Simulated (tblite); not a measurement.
C2H2F3P.
Z-matrix (Å and degrees, GFN2-xTB geometry), rows numbered from 1:
```
F 
C   1  1.3226
F   2  1.3298  1  110.96
C   2  1.3281  1  127.11  3   178.28
F   4  1.3456  2  119.11  1     2.33
P   4  1.8339  2  125.98  1   175.19
H   6  1.3959  4   93.13  2   126.65
H   6  1.3912  4   94.06  2    32.83
```

Method: GFN2-xTB as coded in tblite; computed harmonic values from a numerical Hessian at the method's own geometry, unscaled. Errors from tens to a few hundred cm⁻¹ against measured bands are possible. Modes of hydrogen on phosphorus can be 10 to 20 % off. One conformer, not necessarily the lowest.

Harmonic wavenumbers (cm⁻¹): 100.2, 146.4, 159.1, 256.0, 342.1, 402.9, 446.5, 453.8, 639.6, 831.1, 869.6, 1001.0, 1099.6, 1146.3, 1196.1, 1731.7, 2281.4, 2356.7.

A = 4316, B = 2117, C = 1434 MHz; mass 113.985 u (most abundant isotopes); point group C1, symmetry number 1.

Q: Zero-point energy?

A: Half the sum of the wavenumbers: 7730 cm⁻¹ = 92.47 kJ/mol.

Q: Entropy at 200 K, 1 bar (ideal gas, RRHO, classical rotation)?

A: Translation 159.62, rotation 110.49, vibration 39.66: S = 309.8 J/(mol K).

Q: And Cp and H(200 K) − H(0)?

A: Cp = 83.41 J/(mol K), of which vibrations give 50.16 (their classical limit is 18 R = 149.7); H(200 K) − H(0) = 11.44 kJ/mol without the zero-point energy, 4.78 from vibrations.

Q: Blend soft modes into free rotors: weight 1/[1 + (100 cm⁻¹/ν̃)⁴] for the oscillator and the rest for a rotor with moment μB/(μ + B), μ = h/(8π²ν), B = 10⁻⁴⁴ kg m². What vibrational entropy results?

A: 39.46 J/(mol K) in place of 39.66, which changes −T·S at 200 K by +0.04 kJ/mol.

Q: Which modes carry the vibrational entropy at 200 K?

A: 100.2 cm⁻¹: 11.21; 146.4 cm⁻¹: 8.26; 159.1 cm⁻¹: 7.63; 256.0 cm⁻¹: 4.32; 342.1 cm⁻¹: 2.65; 402.9 cm⁻¹: 1.88 J/(mol K); the other 12 give 3.71 together.

Hindered rotation and anharmonicity are outside this model. Other conformers, if any are populated, would add a mixing term that is left out. The structure is chiral; the term R ln 2 for an equal mix with its mirror image is left out.

Run on Arm Neoverse N1, one thread, no GPU, shared host. This covers the Hessian and the dipole derivatives.
